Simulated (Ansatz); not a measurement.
## [H···H···SiH$_{3}$], doublet: the ladder up to full CI

Geometry: a point of a hydrogen-transfer path between rigid fragments, not a stationary point.

| atom | x (Å) | y (Å) | z (Å) |
| --- | --- | --- | --- |
| H | -2.6885 | 0.0000 | 0.0000 |
| H | -1.5175 | 0.0000 | 0.0000 |
| Si | 0.0925 | 0.0000 | 0.0000 |
| H | 0.5425 | -1.4163 | 0.0000 |
| H | 0.5425 | 0.7081 | -1.2265 |
| H | 0.5425 | 0.7081 | 1.2265 |

Basis 6-31G; Ansatz 0.2.0. Only valence electrons are correlated (noble-gas cores frozen), which leaves 9 electrons in 18 orbitals. Prefix R: restricted or restricted open-shell reference; prefix U: unrestricted. Active spaces: pair = (3e, 3o) about the gap; valence = (9e, 9o) chosen from the atoms' valence shells.

Full CI is exact within this basis and frozen core; it isn't the basis-set limit. The frozen core follows each run's orbitals, which can shift R against U totals by a few meV.

For open shells CISD is restricted-active-space CI with the open shells as a complete middle space.

```
UHF ⟨S²⟩                          : 0.774
T1 diagnostic (RCCSD)             : 0.0251
largest doubles amplitude (RCCSD) : 0.059
T1 diagnostic (UCCSD)             : 0.0127
```

```
   level  E − E(RHF) (eV)
     UHF          -0.1373
    RMP2          -1.8546
    UMP2          -1.8807
   RCCSD          -2.5967
   UCCSD          -2.5979
RCCSD(T)          -2.6251
UCCSD(T)          -2.6252
```

Q: Estimate how far full CI in 6-31G lies from RCCSD(T). The table doesn't fix it; the size of (T) and the diagnostics are the guide.

A: Full CI in 6-31G lies 0.28 kcal/mol below RCCSD(T), which is 43 % of the (T) step (-0.65 kcal/mol). The diagnostics give no warning, yet the rest is a sizeable part of (T).

The other levels:

| level | E − E(full CI) (kcal/mol) | share of correlation (%) | wall time |
| --- | --- | --- | --- |
| CISD | 3.68 | 93.95 | 0.75 s |
| BCCD(T) | 0.27 | 99.55 | 1.3 s |
| RCCSDT | 0.03 | 99.94 | – |
| UCCSDT | 0.03 | 99.95 | – |
| RCCSDT(Q) | 0.01 | 99.99 | 3.6 s |
| UCCSDT(Q) | 0.01 | 99.99 | 6 s |
| RCCSDTQ | 0.00 | 100.00 | 43 s |
| CASSCF (pair space) | 48.25 | 20.67 | – |
| NEVPT2 (pair space) | 13.75 | 77.39 | 0.54 s |
| CASSCF (valence space) | 16.46 | 72.93 | – |
| NEVPT2 (valence space) | 4.44 | 92.70 | 3.7 s |
| NEVPT4(SD) (valence space) | 0.88 | 98.56 | 6 s |
| MRCISD (valence space) | 0.57 | 99.06 | – |
| MRCISD+Q (valence space) | 0.31 | 99.49 | 7.5 s |

The correlation energy at full CI, counted from RHF, is -2.637 eV. That run took 1.7 min on 1 thread of Intel Xeon Platinum 8259CL, shared host over 13,106,016 determinants.

Times hold each run's SCF and search for its determinant on a shared host, so for small cases they say little of a method's own cost; they ran on 1 thread of Intel Xeon Platinum 8259CL.

The full-CI state has the irrep A' of Cs, in the program's axes (one component, if the state is degenerate).

Natural occupations of full CI about the gap: 1.978 1.964 1.964 1.958 0.998 0.035 0.030 0.024 0.024 0.005; effectively unpaired electrons, Σ n²(2−n)², 1.03.
